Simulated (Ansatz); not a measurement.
Basis-set extrapolation for `O=C=NCO` (PBE0-D4/def2-TZVP geometry, frozen core, Ansatz). Multiplicity 1, RHF reference.

```json
{"": "HF", "def2-TZVPP": "-281.770712", "def2-QZVPP": "-281.783194"}
{"": "MP2 correlation", "def2-TZVPP": "-0.977111", "def2-QZVPP": "-1.049166"}
{"": "CCSD(T) correlation", "def2-TZVPP": "-1.027332", "def2-QZVPP": "not run"}
```

Energies in hartree. Use E(X) = E(∞) + A·exp(−7.88·√X) for Hartree–Fock and E(X) = E(∞) + B·X^(−2.97) for correlation, with X = 3 and 4, and add CCSD(T) minus MP2 of the smaller set to the MP2 limit.

Problem. What is the CCSD(T) energy at the basis-set limit?

Solution. HF limit: -281.783194 + (-0.012482) × 0.13774 = -281.78491. MP2 limit: -1.049166 + (-0.072055) × 0.74074 = -1.10254. Higher-order term: -1.027332 − (-0.977111) = -0.05022. Total: -282.93767 hartree, 87.6 kcal/mol below CCSD(T)/def2-TZVPP.
